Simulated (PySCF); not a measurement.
**Magnetisability: `[SH](=O)(=O)[C@@H]1CO1`, C2H4O3S**

Cartesian coordinates in Å; atom numbers follow the order of the lines, from 1:
```xyz
10

O     1.0537    1.6960   -0.2575
S     1.3273    0.3199    0.0208
O     2.4355   -0.3197   -0.6160
C    -0.1864   -0.6626   -0.1786
C    -1.4274    0.0979   -0.1103
O    -0.9080   -0.5834    0.9979
H     1.4941    0.2149    1.4025
H    -0.0893   -1.6218   -0.6695
H    -2.3349   -0.3147   -0.5365
H    -1.3558    1.1783   -0.0755
```

Computed with GIAO CAM-B3LYP/pcSseg-1 magnetisability, rotational g tensor and spin-rotation constants, non-relativistic, gas phase (PySCF). Geometry: GFN2-xTB.

What are the magnetisability and the molar susceptibility?

Isotropic -869 × 10⁻³⁰ J/T², or -52.3 × 10⁻⁶ cm³/mol; principal values -972, -879, -757 × 10⁻³⁰ J/T², anisotropy 187 × 10⁻³⁰ J/T² (root of half the summed squared differences of the principal values). The susceptibility is in cgs units.

Split it along the inertial axes a, b, c into diamagnetic and paramagnetic parts about the centre of mass, with the quadrupole moment.


```tsv
axis	χ (10⁻⁶ cm³/mol)	diamagnetic (10⁻⁶ cm³/mol)	paramagnetic (10⁻⁶ cm³/mol)	summed x² of all electrons (Å²)	quadrupole Θ (D Å)
a	-52.7	-253.6	201.0	113.0	-3.65
b	-50.6	-562.5	511.8	40.2	-2.23
c	-53.8	-649.7	595.9	19.6	+5.88
```
Anisotropies 2χaa − χbb − χcc = -0.9 and 2χbb − χaa − χcc = +5.2 × 10⁻⁶ cm³/mol. Θ is traceless in Buckingham's convention.

And the rotational g tensor?


| axis | rotational constant (GHz) | g | nuclear part | electronic part |
| --- | --- | --- | --- | --- |
| a | 6.7129 | -0.0681 | 0.5657 | -0.6338 |
| b | 2.3635 | -0.0272 | 0.5412 | -0.5683 |
| c | 1.9988 | -0.0245 | 0.5351 | -0.5596 |

Asymmetric top; isotopes 12C, 1H, 16O, 32S; no vibrational averaging.
